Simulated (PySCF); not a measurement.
A made-up structure of CH3BS, singlet:

```
6
angstrom
B 0.4373 -0.0563 -1.2006
C -0.6100 0.0321 -0.0660
S -0.4241 0.0742 1.8920
H 1.3032 -0.1306 -2.1871
H -1.7812 0.0878 -0.4041
H 1.0749 -0.0071 1.9658
```

It is relaxed with PBE-D4/def2-SVP and then PBE0-D4/def2-TZVP (PySCF 2.14 with density fitting (its default auxiliary sets; JK sets also for MP2 and CCSD(T))). Atoms count as bonded within 1.22 times the sum of their covalent radii (H–H: 0.88 Å). The end point is not checked to be a true minimum.

**Question.** Does its bonding change? (Judge from chemistry; the calculation decides.)

**Answer.** Computed: No: no bond forms or breaks.

Where it ends: The first stage lowers the energy by 1.22 eV in 8 steps. It ends as CH₃BS ([BH][CH][SH]):
| atom | x (Å) | y (Å) | z (Å) |
| --- | --- | --- | --- |
| B1 | 0.3937 | -0.0503 | -1.0717 |
| C2 | -0.5436 | 0.0290 | -0.0607 |
| S3 | -0.3844 | 0.0671 | 1.6880 |
| H4 | 1.1677 | -0.1170 | -1.9521 |
| H5 | -1.5883 | 0.0789 | -0.3666 |
| H6 | 0.9536 | -0.0056 | 1.7594 |

Labels in which every atom is bracketed show which atoms are joined, not bond orders.

For scale, one of the runs: PBE0-D4/def2-TZVP relaxation, 117 basis functions, launched by `OMP_NUM_THREADS=2 python run.py`. Time: 18 s of wall clock on 2 CPU threads of a Oxide Virtual Turin-like; the host was shared. Peak host memory: 1.1 GiB.
